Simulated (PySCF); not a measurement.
A structure optimised at r2SCAN-D4/def2-TZVP, used in a PySCF frequency run:

```
C
H 1 1.0847
C 1 1.4841 2 119.12
H 3 1.0917 1 112.27 2 -23.65
H 3 1.0967 4 108.16 1 123.29
H 3 1.1025 4 107.02 5 113.65
C 1 1.4841 2 119.12 3 166.94
H 7 1.0917 1 112.27 2 23.65
H 7 1.0967 8 108.16 1 -123.29
H 7 1.1025 8 107.02 9 -113.65
```
Charge 0, spin multiplicity 2.

Question: Write its SMILES, formula and point group.

Answer: C[CH]C, C3H7, Cs

Question: What are its rotational constants (standard atomic weights)?

Answer: 37.322, 8.4266, 7.5146 GHz
